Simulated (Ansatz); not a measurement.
**How far each method lies from full CI for BH$_{4}$⁺, triplet**

Geometry: that of the BH4, doublet, kept fixed. The singlet lies 2.2 eV lower here.

| atom | x (Å) | y (Å) | z (Å) |
| --- | --- | --- | --- |
| B | 0.0000 | 0.0000 | 0.0000 |
| H | 0.4147 | 0.8125 | 0.8107 |
| H | -0.4243 | -0.8077 | 0.8105 |
| H | -0.4128 | 0.8086 | -0.8154 |
| H | 0.4225 | -0.8134 | -0.8057 |

Basis cc-pVDZ; Ansatz 0.2.0. Only valence electrons are correlated (noble-gas cores frozen), which leaves 6 electrons in 33 orbitals. Prefix R: restricted or restricted open-shell reference; prefix U: unrestricted. Active spaces: valence = (6e, 8o) chosen from the atoms' valence shells.

Full CI is exact within this basis and frozen core; it isn't the basis-set limit. The frozen core follows each run's orbitals, which can shift R against U totals by a few meV.

For open shells CISD is restricted-active-space CI with the open shells as a complete middle space.

The UHF ⟨S²⟩ is 2.021 and the T1 diagnostic (RCCSD) is 0.0338. The largest doubles amplitude (RCCSD) is 0.060. The T1 diagnostic (UCCSD) is 0.0212.

| level | E − E(full CI) (meV) | share of correlation (%) | wall time |
| --- | --- | --- | --- |
| RHF | 3105 | 0.00 | – |
| UHF | 2921 | 5.94 | – |
| RMP2 | 755 | 75.67 | – |
| UMP2 | 747 | 75.95 | – |
| CISD | 141 | 95.45 | 0.87 s |
| RCCSD | 80 | 97.44 | – |
| UCCSD | 78 | 97.49 | – |
| RCCSD(T) | 19 | 99.39 | 1.1 s |
| UCCSD(T) | 19 | 99.39 | 0.96 s |
| BCCD(T) | 19 | 99.38 | 0.93 s |
| RCCSDT | 1 | 99.95 | – |
| UCCSDT | 1 | 99.96 | – |
| RCCSDT(Q) | 0 | 100.00 | 5.5 s |
| UCCSDT(Q) | 0 | 100.01 | 4.8 s |
| CASSCF (valence space) | 1641 | 47.16 | – |
| NEVPT2 (valence space) | 409 | 86.82 | 2.4 s |
| MRCISD (valence space) | 54 | 98.25 | – |
| MRCISD+Q (valence space) | 8 | 99.73 | 4 s |
| MRCISD+Q(relaxed) (valence space) | -14 | 100.45 | 4.3 s |

The correlation energy at full CI, counted from RHF, is -3.105 eV. That run took 53 s on 1 thread of Intel Xeon Platinum 8259CL, shared host over 7,441,920 determinants.

Times hold each run's SCF and search for its determinant on a shared host, so for small cases they say little of a method's own cost; they ran on 1 thread of Intel Xeon Platinum 8259CL.

Not variational, and here over 5 meV under the exact energy: MRCISD+Q(relaxed) (valence space).

The full-CI state has the irrep B2 of C2v, in the program's axes (one component, if the state is degenerate).

Natural occupations of full CI about the gap: 1.952 1.946 0.998 0.993 0.028 0.018 0.013 0.011 0.008 0.008; effectively unpaired electrons, Σ n²(2−n)², 2.03.
